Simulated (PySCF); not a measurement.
**Static response to an electric field**

Phosphorinane, C₅H₁₁P.
SMILES with atom numbers: `[CH2:1]1[CH2:2][CH2:3][PH:4][CH2:5][CH2:6]1` (hydrogens: H7, H8 on C1; H9, H10 on C2; H11, H12 on C3; H13 on P4; H14, H15 on C5; H16, H17 on C6)

Structure used (GFN2-xTB), in Å, numbered top down from 1:
```
atom  x, y, z in Å
C1    -0.357   -1.202   -0.348
C2    -1.401   -0.171    0.071
C3    -1.028    1.239   -0.372
P4     0.573    1.862    0.336
C5     1.606    0.377   -0.091
C6     0.989   -0.953    0.326
H7    -0.231   -1.170   -1.433
H8    -0.712   -2.201   -0.082
H9    -1.512   -0.193    1.159
H10   -2.367   -0.437   -0.368
H11   -0.934    1.284   -1.462
H12   -1.810    1.947   -0.083
H13    0.296    1.448    1.649
H14    2.581    0.509    0.385
H15    1.765    0.401   -1.174
H16    0.857   -0.968    1.411
H17    1.679   -1.761    0.064
```

Level: CAM-B3LYP/def2-SVPD (PySCF), static field, nuclei fixed, core orbitals frozen in the response. The polarisability tensor in these axes (au):

```
x   85.06  0.25  2.03
y    0.25 86.60  2.02
z    2.03  2.02 72.38
```

Task: Diagonalise the tensor; give its mean and Δα, where Δα² is half the sum of the squared differences of the eigenvalues.

Result: Principal values 71.81, 85.20 and 87.04 au; mean 81.35 au = 12.05 Å³ = 13.41 × 10⁻⁴⁰ C²·m²/J; Δα = 14.40 au (18 % of the mean).

Task: What is the dipole moment, and where does it point?

Result: (-0.44, -1.42, -0.20) D, 1.50 D in size, pointing from the negative to the positive side. Measured along this direction, the outermost atoms are P4 at the negative end and H8 at the positive end.

Task: Form Σ f/ω² (atomic units) for the 8 lowest TDDFT singlets, given as eV and f, and set it beside the mean polarisability, which is this sum over all singlets: 6.46, 0.0484; 6.50, 0.0444; 7.14, 0.0143; 7.18, 0.0818; 7.63, 0.0466; 7.68, 0.0556; 8.10, 0.0234; 8.15, 0.0098.

Result: They add up to 4.68 au, 5.8 % of the 81.35 au; the largest single term is 1.18 au, from the state at 7.18 eV. Terms in order: 0.86, 0.78, 0.21, 1.18, 0.59, 0.70, 0.26, 0.11 au. Higher excitations give the rest. The strengths listed sum to 0.324.

Task: What are the principal values of the traceless quadrupole moment, Θ = ½Σq(3rr − r²1), about the centre of nuclear charge?

Result: -6.50, 2.88, 3.61 D·Å. The values depend on the origin, since the dipole doesn't vanish. The electronic extent ⟨r²⟩ about the same centre is 721 bohr², a root-mean-square distance of 1.90 Å for the 56 electrons.

Task: Molar refractivity from α?

Result: Lorentz–Lorenz: R = (4π/3)N_A α = 2.5225 cm³/(mol·Å³) × 12.05 Å³ = 30.4 cm³/mol, in the limit of long wavelengths.

Task: In a dilute gas of rigid molecules at 350 K, how does the orientational term μ²/3kT compare with the electronic polarisability?

Result: In Gaussian units μ²/3kT = 15.54 Å³ against 12.05 Å³, a ratio of 1.29; the Debye molar polarisation (4π/3)N_A(α + μ²/3kT) is 69.6 cm³/mol, leaving out the vibrational part.

Task: What depolarisation ratio follows for Rayleigh scattering of linearly polarised light, taking the static tensor?

Result: ρ = 3Δα²/(45ᾱ² + 4Δα²) = 622.5/(297790 + 830.0) = 0.00208.

The structure is a single GFN2-xTB conformer in the gas phase; no vibrational or solvent corrections.
